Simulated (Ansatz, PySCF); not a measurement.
P2, SMILES P#P. Atoms are numbered in the order given.

```xyz
2

P      0.0000     0.0000    -0.9442
P      0.0000     0.0000     0.9442
```
Charge 0, spin multiplicity 1.

Coordinates come from a B3LYP-D3(BJ)/def2-TZVPD optimisation.

Two levels are set side by side: PBE-D3(BJ)/def2-TZVPD (Ansatz, a quantum-chemistry and plane-wave program) and B3LYP-D3(BJ)/def2-TZVPD (Ansatz). Each level has its own optimised geometry; the coordinates shown are those of the second. Frequencies come from the Hessian of PySCF at each geometry. Differences are taken from unrounded values.

```
quantity                            B3LYP-D3(BJ)  PBE-D3(BJ)  PBE-D3(BJ) minus B3LYP-D3(BJ)
----------------------------------  ------------  ----------  -----------------------------
bond P1–P2 (Å)                             1.888       1.905                          0.016
highest harmonic wavenumber (cm⁻¹)           812         784                            -28
mean harmonic wavenumber (cm⁻¹)              812         784                            -28
zero-point energy (kcal/mol)                1.16        1.12                          -0.04
```
